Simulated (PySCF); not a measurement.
Species: tert-butylazomethine, C5H11N.
Atom-mapped SMILES: `[CH2:1]=[N:2][C:3]([CH3:4])([CH3:5])[CH3:6]` (hydrogens: H7, H8 on C1; H9, H10, H11 on C4; H12, H13, H14 on C5; H15, H16, H17 on C6)

Cartesian coordinates in Å at the PBE0-D3(BJ)/def2-SVP level; atoms count from 1:
```xyz
17
C5H11N angstrom
C      2.1098   -0.3183   -0.6332
N      1.3334    0.4032    0.0502
C     -0.1019    0.1406    0.1243
C     -0.7846    1.4120   -0.3881
C     -0.5960   -1.0702   -0.6668
C     -0.4141   -0.0473    1.6120
H      3.1829   -0.0743   -0.6484
H      1.7991   -1.1942   -1.2328
H     -0.4128    2.2889    0.1608
H     -1.8756    1.3473   -0.2581
H     -0.5706    1.5635   -1.4574
H     -0.3864   -0.9691   -1.7435
H     -0.1366   -2.0060   -0.3112
H     -1.6852   -1.1706   -0.5514
H     -1.4980   -0.1530    1.7723
H     -0.0518    0.8165    2.1875
H      0.0837   -0.9487    2.0013
```

All values: CAM-B3LYP/def2-SVPD (PySCF, non-relativistic), on one gas-phase PBE0-D3(BJ)/def2-SVP geometry that isn't relaxed in the solvent. The solvent is an IEF-PCM continuum (Bondi radii, 1.10 Å for H, scaled by 1.2), and excitations are vertical TDDFT with non-equilibrium linear response and a frozen core. Only the electrostatic response of the medium enters.

Gas-phase singlets (H = HOMO, L = LUMO):

```csv
state,E (eV),λ (nm),f,leading configurations
S1,4.865,255,0.002,H→L 97%
S2,7.118,174,0.006,"H→L+1 84%, H→L+2 9%"
S3,7.863,158,0.199,"H-1→L 59%, H→L+2 29%"
S4,7.946,156,0.143,"H→L+2 56%, H-1→L 35%"
S5,8.169,152,0.036,H→L+3 84%
```

Problem. How does the list change in benzene (ε = 2.271)?

Solution. 
| state | E (eV) | λ (nm) | f | leading configurations | change by rank (eV) |
| --- | --- | --- | --- | --- | --- |
| S1 | 4.908 | 253 | 0.003 | H→L 97% | +0.043 |
| S2 | 7.201 | 172 | 0.021 | H→L+1 82%, H→L+2 9% | +0.083 |
| S3 | 7.760 | 160 | 0.424 | H-1→L 91% | -0.103 |
| S4 | 8.023 | 155 | 0.057 | H→L+2 85%, H→L+1 8% | +0.077 |
| S5 | 8.167 | 152 | 0.013 | H-2→L 87% | -0.002 |

Problem. Give the list for methanol (ε = 32.61), n² = 1.77.

Solution. 
```
state  E (eV)  λ (nm)      f  leading configurations  change by rank (eV)
   S1   5.001     248  0.002                 H→L 97%               +0.136
   S2   7.332     169  0.038     H→L+1 80%, H→L+2 9%               +0.214
   S3   7.810     159  0.369               H-1→L 91%               -0.053
   S4   8.121     153  0.011               H-2→L 87%               +0.175
   S5   8.199     151  0.050     H→L+2 85%, H→L+1 8%               +0.030
```

Problem. The ground-state energy changes by -0.158 eV from gas to methanol. By how much does the total energy of gas-phase S1 change?

Solution. E(S1) = E(S0) + excitation energy, so it changes by -0.158 + 0.136 = -0.022 eV: it is lowered less than the ground state, which is what a blue shift means. This is the vertical state, with the slow part of the continuum still set for S0.

Problem. How do the frontier levels move from gas to methanol?

Solution. 
```tsv
orbital	gas (eV)	solvent (eV)	change (eV)
LUMO+2	2.03	2.22	+0.19
LUMO+1	1.32	1.49	+0.17
LUMO	0.94	0.96	+0.02
HOMO	-8.53	-8.66	-0.13
HOMO-1	-9.95	-9.94	+0.01
HOMO-2	-10.83	-10.72	+0.11
HOMO-3	-11.23	-11.15	+0.08
```

The HOMO–LUMO gap goes from 9.47 to 9.62 eV.
